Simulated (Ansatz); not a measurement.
## Ta$_{3}$Sb: experiment and calculation

**Measured values to compare with.**

From “Superconducting properties of the spin Hall candidate Ta3Sb with eightfold degeneracy”, 2022, arxiv:2204.13579, for a powder of Ta3Sb at 300 K: lattice constant a 5.274 ± 0.002 Å.

How close the calculation comes is told below.

Method: DFT PBEsol, scalar-relativistic, plane waves, PAW in Ansatz 0.2.0.

Plane waves to 420 eV, a k mesh through Γ of 8×8×8 on the computed 8-atom cell and Gaussian smearing (0.10 eV); no spin polarisation.

Relaxed structure, symmetry kept:

```cif
data_structure
_symmetry_space_group_name_H-M 'Pm-3n'
_symmetry_Int_Tables_number 223
_cell_length_a 5.2392
_cell_length_b 5.2392
_cell_length_c 5.2392
_cell_angle_alpha 90.000
_cell_angle_beta 90.000
_cell_angle_gamma 90.000
_cell_volume 143.81
loop_
_atom_site_label
_atom_site_type_symbol
_atom_site_symmetry_multiplicity
_atom_site_Wyckoff_symbol
_atom_site_fract_x
_atom_site_fract_y
_atom_site_fract_z
_atom_site_occupancy
Ta1 Ta 6 c 0.25000 0.00000 0.50000 1
Sb1 Sb 2 a 0.00000 0.00000 0.00000 1
```

```json
{"Space group": "Pm-3n (No. 223)", "Volume per atom": "121.3 bohr³", "Formation energy from the elements' standard states (uncorrected)": "-0.152 eV/atom", "Kohn–Sham band gap": "none (metal)", "Density of states at the Fermi level": "2.02 states/eV per cell", "Löwdin character within 0.5 eV of the Fermi level": "Ta 5d 89 %, unprojected 4 %", "Bulk modulus": "202 GPa", "Its pressure derivative": "4.3", "Bader charges (e)": "Ta (6 in the cell) 0.30, Sb (2 in the cell) -0.89"}
```

Spin-orbit coupling is left out, which matters for the bands of heavy elements.

Against the measured lattice constant a of Ta3Sb, 5.274 Å (300 K; powder; the paper above), the calculated 5.239 Å is off by -0.7 %. The calculation is for 0 K without zero-point motion.